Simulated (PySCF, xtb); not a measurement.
Dissociation curve of NH, triplet.

- UCCSD(T) = PySCF 2.14.0 with CCSD(T) on UHF/cc-pVTZ, 1 core orbital frozen
- UKS-M06-2X = unrestricted M06-2X/cc-pVTZ in PySCF
- GFN1-xTB (xtb)

Energies are in mEh, each relative to the lowest point of its own curve near equilibrium.

| R / Å | UCCSD(T) | UKS-M06-2X | GFN1-xTB |
|---|---|---|---|
| 0.83 | 48.8 | 47.9 | 47.7 |
| 0.89 | 21.3 | 20.7 | 20.0 |
| 0.93 | 10.4 | 9.9 | 9.3 |
| 0.98 | 2.7 | 2.5 | ? |
| 1.00 | 1.1 | 1.0 | ? |
| 1.04 | 0.0 | 0.0 | 0.0 |
| 1.08 | 1.0 | 1.2 | 1.3 |
| 1.09 | 1.6 | 1.7 | 1.9 |
| 1.15 | 6.6 | 7.0 | 7.3 |
| 1.20 | 12.5 | 13.3 | 13.7 |
| 1.28 | 24.0 | 25.5 | 26.4 |
| 1.42 | 46.3 | 49.7 | 52.9 |
| 1.55 | 66.5 | 71.6 | 78.0 |
| 1.73 | 89.9 | 95.7 | ? |
| 1.88 | 104.4 | 109.1 | ? |
| 2.09 | 116.7 | 120.1 | 161.8 |
| 2.26 | 121.5 | 124.5 | ? |
| 2.54 | 124.6 | 128.2 | ? |
| 2.83 | 125.5 | 130.0 | — |
| 3.15 | 125.9 | 130.9 | — |
| 3.65 | 126.1 | 131.2 | — |
| 4.15 | 126.1 | 131.2 | — |

Q: Some entries are withheld; supply them.

A: 
- 0.98, GFN1-xTB: 2.2
- 1.00, GFN1-xTB: 0.8
- 1.73, GFN1-xTB: 110.2
- 1.88, GFN1-xTB: 134.0
- 2.26, GFN1-xTB: 179.7
- 2.54, GFN1-xTB: 201.4

A dash means that the run gave no value there, or that the column was ended at a point which the program doubted or which failed a test of continuity chosen for this set; such a test can also cut sound points.

The unrestricted determinant behind UCCSD(T) is spin-contaminated at 1.42 to 4.15 Å (<S²> up to 3.0, against 2.00 for a pure triplet). The unrestricted determinant behind UKS-M06-2X is spin-contaminated at 1.55 to 4.15 Å (<S²> up to 3.0, against 2.00 for a pure triplet).
